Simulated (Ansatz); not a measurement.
Compare A (`CCC(=N)N`) with its isomer B (`C=NCNC`).

Program: Ansatz. Geometries: PBE0-D4/def2-TZVP. ΔE: electronic, gas phase. CCSD(T)/CBS adds triple-zeta CCSD(T) − MP2 to the extrapolated MP2 energy (def2 sets, frozen cores). DFT in def2-TZVPP. B3LYP here is the variant with VWN-RPA as its local correlation; programs differ in this. One conformer a species, not always the lowest.

A:

```xyz
13

C     0.287   -0.482    1.482
C    -0.653   -0.395    0.284
C    -0.132    0.522   -0.795
N    -0.572    1.687   -1.065
N     0.962    0.042   -1.469
H    -0.125   -1.141    2.249
H     1.265   -0.868    1.192
H     0.438    0.504    1.926
H    -1.632   -0.029    0.598
H    -0.810   -1.395   -0.136
H    -1.339    1.927   -0.446
H     1.237    0.580   -2.275
H     1.075   -0.953   -1.545
```

B:

```xyz
13

C     1.0525    0.0296   -1.7856
N    -0.1307   -0.0558   -1.3701
C    -0.3861   -0.9231   -0.2300
N    -1.0239   -0.2488    0.8634
C    -0.2279    0.8063    1.4557
H     1.2820    0.6757   -2.6331
H     1.8890   -0.5251   -1.3351
H     0.5444   -1.3839    0.1394
H    -1.0478   -1.7225   -0.5768
H    -1.9197    0.1127    0.5614
H     0.6924    0.3763    1.8620
H     0.0536    1.6097    0.7604
H    -0.7777    1.2489    2.2882
```

(1) Which isomer does CCSD(T)/CBS put lower? Give the gap. (An estimate is asked.)

(2) Give E(B) − E(A) in kJ/mol with r2SCAN-D4, PBE0-D4, B3LYP-D4, ωB97M-V, B2PLYP, B3LYP, CCSD(T)/def2-TZVPP. (Best estimate.)

Largest T1 diagnostic: 0.012.

Results:

(1) Ansatz gave: A, by 120.0 kJ/mol.

(2) The calculation gave: r2SCAN-D4 130.5, PBE0-D4 127.7, B3LYP-D4 120.5, ωB97M-V 124.0, B2PLYP 120.8, B3LYP 119.8, CCSD(T)/def2-TZVPP 116.6. None reverses the order clearly.

From PBE to PBE0 (25 % exact exchange), in def2-TZVPP and without D4, E(B) − E(A) moves by +3.1 kJ/mol.
